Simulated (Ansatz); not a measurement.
Working through a single point in a Gaussian basis of H4SSi2, SMILES [SiH2]1[SiH2]S1

Program: Ansatz 0.2.0, Python API.

The cells in order, each with its output:

**Cell 1**
```python
import ansatz as az

BASIS = "cc-pVDZ"
FUNCTIONAL = "PBE0"
```

**Cell 2**
```python
GEOMETRY = """
Si   -0.86860   -0.17150   -0.65690
Si    0.78840    0.47000    0.63990
S     0.43920   -1.57320    0.07470
H    -2.18640   -0.35690   -0.08120
H    -0.78730   -0.04640   -2.16570
H     0.58890    0.64760    2.10430
H     2.08700    0.96230    0.03910
"""
```

**Cell 3**
```python
mol = az.Crystal.molecule()
for line in GEOMETRY.strip().splitlines():
    symbol, *xyz = line.split()
    mol = mol.atom(symbol, [float(v) for v in xyz])

job = (
    mol.calculation()
    .basis(gaussian=BASIS)
    .functional(FUNCTIONAL)
)
print(job.to_yaml())
data = job.session().plan(threads=1).execute().report
```
Output:
```text
crystal:
  periodic: [false, false, false]
  atoms:
    - { symbol: Si, position_ang: [-0.8686, -0.1715, -0.6569] }
    - { symbol: Si, position_ang: [0.7884, 0.47, 0.6399] }
    - { symbol: S, position_ang: [0.4392, -1.5732, 0.0747] }
    - { symbol: H, position_ang: [-2.1864, -0.3569, -0.0812] }
    - { symbol: H, position_ang: [-0.7873, -0.0464, -2.1657] }
    - { symbol: H, position_ang: [0.5889, 0.6476, 2.1043] }
    - { symbol: H, position_ang: [2.087, 0.9623, 0.0391] }
basis:
  gaussian:
    orbitals: cc-pVDZ
hamiltonian:
  xc: pbe0
```

**Cell 4**
```python
for key in ("converged", "free_energy_ev", "reference_energy_ev", "n_frozen", "n_occupied", "n_virtual"):
    print(f"{key:22s} {data[key]}")
```
Output:
```text
converged              True
free_energy_ev         -26645.508065913025
reference_energy_ev    -26645.508065913025
n_frozen               0
n_occupied             [24, 24]
n_virtual              [50, 50]
```

Caveats:
- Total energies depend on the basis set; only differences at equal settings carry meaning.
- The geometry is a force-field or estimated start, not a minimum of this method, and the basis set is short of its limit.
- Wall time of the script: 2.4 s on 1 thread of Arm Neoverse V2 (shared host), peak memory 0.19 GiB.

(Lines on the test bed's own set-up are left out of the output.)
